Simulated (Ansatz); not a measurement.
Geometry optimisation, UKS PBE0-D4/def2-SVPD in Ansatz.

The input (input.yaml):

```yaml
crystal:
  periodic: [false, false, false]
  atoms:
    - { symbol: C, position_ang: [1.053, -1.3651, 0.5567] }
    - { symbol: C, position_ang: [0.4401, -0.3366, 0.1508] }
    - { symbol: Si, position_ang: [-0.4632, 1.2006, -0.4734] }
    - { symbol: H, position_ang: [1.5729, -2.187, 0.8907] }
    - { symbol: H, position_ang: [-1.174, 0.9075, -1.7299] }
    - { symbol: H, position_ang: [-1.3868, 1.7166, 0.5589] }
magnetization:
  spin_polarized: true
  initial_magnetization: 1
basis:
  gaussian: { orbitals: def2-SVPD }
hamiltonian:
  xc: pbe0
  dispersion: d4
relax:
  f_tol: 0.02
  max_steps: 50
output:
  orbitals: {}
```

Run as:

```bash
$ ansatz run input.yaml --threads 2 --pin off --max-ram 3072MiB --backend cpu --events-out ev --progress --plain --runs-dir out
```

Where does it end, and by what steps?

The forces met the threshold. After 4 steps the energy has fallen by 0.209 eV; C2 moved furthest, 0.07 Å.

| step | energy less start (eV) | largest force component (eV/Å) | accepted |
| --- | --- | --- | --- |
| 0 | 0.0000 | 5.116 | yes |
| 1 | -0.1944 | 0.546 | yes |
| 2 | -0.2064 | 0.173 | yes |
| 3 | -0.2071 | 0.208 | yes |
| 4 | -0.2095 | 0.012 | yes |

```xyz
6
Properties=species:S:1:pos:R:3
C 1.025 -1.313 0.539
C 0.376 -0.357 0.147
Si -0.447 1.144 -0.452
H 1.590 -2.159 0.886
H -1.146 0.904 -1.746
H -1.356 1.717 0.581
```

Whether the end is a true minimum wasn't checked by a vibrational analysis.

The run took 12 s on 2 threads of Arm Neoverse V1, on a shared host, peak memory 0.17 GiB.
